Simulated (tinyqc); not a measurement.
Inside a calculation. Method: CIS on RHF in the sto-3g basis, frozen core, for LiH, spin multiplicity 1. One step of it, computed by the program tinyqc.

Question. Integrals over molecular orbitals. (pq|rs) = sum C_ip C_jq C_kr C_ls (ij|kl), one index at a time.

coefficients C, order 1Li 1s, 1Li 2s, 1Li 2px, 1Li 2py, 1Li 2pz, 2H 1s:
```
[[0.991316, -0.162232, -0.211043, 0.000000, 0.000000, 0.101899],
 [0.033073, 0.462381, 0.798630, 0.000000, 0.000000, -0.670313],
 [0.000000, 0.000000, 0.000000, -0.562543, 0.826768, 0.000000],
 [0.000000, 0.000000, 0.000000, 0.826768, 0.562543, 0.000000],
 [-0.005760, 0.343098, -0.610539, 0.000000, 0.000000, -0.955072],
 [0.002682, 0.554457, -0.146888, 0.000000, 0.000000, 1.142384]]
```

core Hamiltonian H = T + V (hartree), order 1Li 1s, 1Li 2s, 1Li 2px, 1Li 2py, 1Li 2pz, 2H 1s:
```
[[-4.720520, -1.060398, 0.000000, 0.000000, -0.014554, -0.251985],
 [-1.060398, -1.386806, 0.000000, 0.000000, -0.117484, -0.642853],
 [0.000000, 0.000000, -1.128182, 0.000000, 0.000000, 0.000000],
 [0.000000, 0.000000, 0.000000, -1.128182, 0.000000, 0.000000],
 [-0.014554, -0.117484, 0.000000, 0.000000, -1.222330, -0.795948],
 [-0.251985, -0.642853, 0.000000, 0.000000, -0.795948, -1.408166]]
```

Two-electron integrals (ij|kl) in chemists' order, unique and non-zero (hartree):
```
(11|11) 1.680395   (21|11) 0.265420   (21|21) 0.049941   (22|11) 0.397727
(22|21) 0.092860   (22|22) 0.290562   (31|31) 0.008981   (32|31) 0.013788
(32|32) 0.064184   (33|11) 0.396640   (33|21) 0.092880   (33|22) 0.290497
(33|33) 0.312946   (41|41) 0.008981   (42|41) 0.013788   (42|42) 0.064184
(43|43) 0.016869   (44|11) 0.396640   (44|21) 0.092880   (44|22) 0.290497
(44|33) 0.279207   (44|44) 0.312946   (51|51) 0.008981   (52|51) 0.013788
(52|52) 0.064184   (53|53) 0.016869   (54|54) 0.016869   (55|11) 0.396640
(55|21) 0.092880   (55|22) 0.290497   (55|33) 0.279207   (55|44) 0.279207
(55|55) 0.312946   (61|11) 0.059456   (61|21) 0.011248   (61|22) 0.021308
(61|33) 0.021059   (61|44) 0.021059   (61|51) 0.001334   (61|52) 0.002592
(61|55) 0.021817   (61|61) 0.002770   (62|11) 0.137956   (62|21) 0.032588
(62|22) 0.107595   (62|33) 0.102064   (62|44) 0.102064   (62|51) 0.005290
(62|52) 0.031938   (62|55) 0.118544   (62|61) 0.008769   (62|62) 0.065949
(63|31) 0.002626   (63|32) 0.012181   (63|53) 0.004929   (63|63) 0.004738
(64|41) 0.002626   (64|42) 0.012181   (64|54) 0.004929   (64|64) 0.004738
(65|11) 0.170419   (65|21) 0.040683   (65|22) 0.139395   (65|33) 0.129974
(65|44) 0.129974   (65|51) 0.008207   (65|52) 0.048908   (65|55) 0.158073
(65|61) 0.011388   (65|62) 0.093583   (65|65) 0.134688   (66|11) 0.313600
(66|21) 0.075368   (66|22) 0.273176   (66|33) 0.249280   (66|44) 0.249280
(66|51) 0.013961   (66|52) 0.102951   (66|55) 0.320663   (66|61) 0.021164
(66|62) 0.209086   (66|65) 0.308184   (66|66) 0.774606
```

Give: one-electron integrals over orbitals h = C^T H C; Two-electron integrals over orbitals.

Answer.

one-electron integrals over orbitals h = C^T H C (hartree):
```
[[-4.711, 0.103, 0.166, 0.000, 0.000, -0.040],
 [0.103, -1.461, 0.030, 0.000, 0.000, -0.031],
 [0.166, 0.030, -1.120, 0.000, 0.000, 0.029],
 [0.000, 0.000, 0.000, -1.128, 0.000, 0.000],
 [0.000, 0.000, 0.000, 0.000, -1.128, 0.000],
 [-0.040, -0.031, 0.029, 0.000, 0.000, -0.965]]
```

Two-electron integrals over orbitals (pq|rs), unique and non-zero (hartree); the lowest 1 orbital is frozen and left out:
```
(22|22) 0.482      (32|22) -0.050     (32|32) 0.014      (33|22) 0.221
(33|32) 0.009      (33|33) 0.337      (42|42) 0.023      (43|42) 0.019
(43|43) 0.041      (44|22) 0.266      (44|32) 0.007      (44|33) 0.282
(44|44) 0.313      (52|52) 0.023      (53|52) 0.019      (53|53) 0.041
(54|54) 0.017      (55|22) 0.266      (55|32) 0.007      (55|33) 0.282
(55|44) 0.279      (55|55) 0.313      (62|22) 0.123      (62|32) -0.036
(62|33) -0.014     (62|44) -0.020     (62|55) -0.020     (62|62) 0.125
(63|22) -0.052     (63|32) 0.010      (63|33) 0.036      (63|44) 2.99e-03
(63|55) 2.99e-03   (63|62) -0.033     (63|63) 0.027      (64|42) -0.020
(64|43) -0.014     (64|64) 0.020      (65|52) -0.020     (65|53) -0.014
(65|65) 0.020      (66|22) 0.450      (66|32) -0.044     (66|33) 0.241
(66|44) 0.267      (66|55) 0.267      (66|62) 0.129      (66|63) -0.044
(66|66) 0.450
```
